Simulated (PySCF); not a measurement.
# C3H5F: the cost of one run

The runs use PySCF 2.14.0, with density-fitted response routines of our own; the level of theory stands in each step. All values are computed, except where a source is named. Atoms count from 0, in the outputs and in this text.

### Step 1. Starting geometry

9 atoms, charge 0, multiplicity 1; geometry from: GFN2-xTB. The atoms were then displaced at random by about 0.01 Å, so the start is not that level's minimum.

Bonds of the start (Å): C0–C1 1.47, C1–C2 1.30, C2–F3 1.40, C0–H4 1.10, C0–H5 1.11, C0–H6 1.06, C1–H7 1.10, C2–H8 1.08.

### Step 2. Relaxing the molecule at PBE0-D3(BJ)/def2-SVP

What the job is given:

```
{"job": {"xc": "PBE0", "basis": "def2-SVP", "d3": "d3bj", "grid": 1, "shake": 0.01, "kind": "geom"}, "charge": 0, "multiplicity": 1}
C     -1.138050     0.081720    -0.023540
C      0.288040     0.428150    -0.083920
C      1.227710    -0.462510     0.079650
F      2.584910    -0.125180     0.029440
H     -1.645600     0.682430     0.744820
H     -1.638000     0.370410    -0.975220
H     -1.305040    -0.951910     0.169110
H      0.575590     1.468190    -0.275770
H      1.108240    -1.508460     0.301700
```

Run with:

```
OMP_NUM_THREADS=1 python probes_run.py task.json out
```

This one command runs all jobs of the session in turn.

**Question.** How long does this first job take on 1 thread of Arm Neoverse V1, shared host, and how much memory does it need?

About 13 s, with a peak of 0.33 GiB.
